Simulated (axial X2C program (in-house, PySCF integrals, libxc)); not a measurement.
## Spin–orbit effects down a group: molecules with F, PBE0

All values come from calculations with an axial X2C code built on PySCF integrals, spin-free (one-electron X2C) or two-component (2c: spin–orbit coupling with atomic mean-field Coulomb and Gaunt terms, which also bring small scalar terms), in Dyall basis sets with cores contracted in-house; open shells are unrestricted.

Basis sets: F dyall-av3z, H dyall-v3z, Li dyall-cv3z, Na dyall-cv3z.

```tsv
molecule	spin-free state	Re (Å)	ωe (cm⁻¹)	De (eV)	2c state	Re 2c (Å)	ωe 2c (cm⁻¹)	De 2c (eV)
HF	M_S = 0, Λ = 0	0.919	4144.0	5.92	Ω = 0	0.919	4144.1	5.92
LiF	M_S = 0, Λ = 0	1.561	912.4	5.70	Ω = 0	1.561	912.2	5.70
NaF	M_S = 0, Λ = 0	1.929	531.6	4.64	Ω = 0	1.930	531.5	4.64
```

Q: Work out the shifts from the spin-free to the two-component result.

A: 

```tsv
molecule	2c state	ΔRe (Å)	Δωe (cm⁻¹)	ΔDe (eV)
HF	Ω = 0	0.000	0.1	0.00
LiF	Ω = 0	0.000	-0.2	0.00
NaF	Ω = 0	0.001	-0.1	0.00
```

Shifts of one unit in the last digit are rounding.

Each entry is the lowest single determinant of a limited PBE0 search at one distance. De goes to single-determinant-based atoms at the same level (for ions the charge split of lowest energy) and is withheld (n/a) where an atom does not fit its ground term or J level. Main or longest-lived isotopes. Some light 2c atoms are not at their ground J level, so De misses part of their lowering (0.04 eV or less). The functionals have no current term, which raises determinants with orbital currents.
